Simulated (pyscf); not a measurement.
Thermochemistry of product channels of digermane (H₃Ge–GeH₃) + hydrogen fluoride (HF) on the singlet surface, in eV, from ωB97M-D3(BJ)/def2-TZVP energies (ideal gas, 1 atm, RRHO with modes under 100 cm⁻¹ raised to 100, one conformer, R ln 2 for chiral ones without a mode under 150 cm⁻¹). Optimised with ωB97X-D3(BJ)/def2-SVP in PySCF.

```json
[
 {"products": "F–GeH₂–GeH₃ + hydrogen (H₂)", "ΔE": "(withheld)", "ΔH(298 K)": "-0.44", "ΔG(900 K)": "-0.42", "ΔG(1200 K)": "-0.43"},
 {"products": "F–GeH₃ + germane (GeH₄)", "ΔE": "(withheld)", "ΔH(298 K)": "-0.38", "ΔG(900 K)": "-0.29", "ΔG(1200 K)": "-0.24"}
]
```

### Question
What belongs in the gaps?

### Answer

- F–GeH₂–GeH₃ + hydrogen (H₂), ΔE: -0.35
- F–GeH₃ + germane (GeH₄), ΔE: -0.33

These are energies of the channels, which say nothing of barriers. Elements up to Kr have no core potential and no relativistic terms here.
